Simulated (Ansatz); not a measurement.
C3H2Cl2 can be A, `ClC1=C(Cl)C1`, or B, `ClC1=CC1Cl`.

Isolated molecules relaxed with PBE0-D4/def2-TZVP in Ansatz; ΔE leaves out vibrations. CCSD(T)/CBS is the MP2 limit (def2-TZVPP, def2-QZVPP) plus CCSD(T) − MP2 in def2-TZVPP, frozen cores. Functionals use def2-TZVPP. B3LYP here is the variant with VWN-RPA as its local correlation; programs differ in this.

(1) Which isomer does CCSD(T)/CBS put lower? Give the gap. (An estimate is asked.)

(2) Give E(B) − E(A) in kcal/mol with B3LYP-D4, CCSD/def2-TZVPP, CCSD(T)/def2-TZVPP, PBE0-D4, r2SCAN-D4, B3LYP, MP2/def2-TZVPP. (Best estimate.)

(3) Does the order hold for the free energy at 298.15 K (harmonic terms from PBE0-D4)? (Best estimate.)

Largest T1 diagnostic: 0.011.

## Answers

(1) Computed: B, by 5.9 kcal/mol.

(2) Computed: B3LYP-D4 -5.4, CCSD/def2-TZVPP -5.3, CCSD(T)/def2-TZVPP -5.1, PBE0-D4 -5.0, r2SCAN-D4 -5.5, B3LYP -5.2, MP2/def2-TZVPP -4.9. None reverses the order clearly.

(3) Computed: Yes: G(B) − G(A) = -6.6 kcal/mol.

Leaving LDA and LC-ωPBE aside and taking each functional with its dispersion term where it has one, the values, not all of them listed here, spread over 1.8 kcal/mol, from ωB97M-V to PBE-D4. In def2-TZVPP, CCSD(T) changes the Hartree–Fock value by +2.2 kcal/mol (the triples alone add +0.3 kcal/mol) and MP2 by +2.4 kcal/mol.
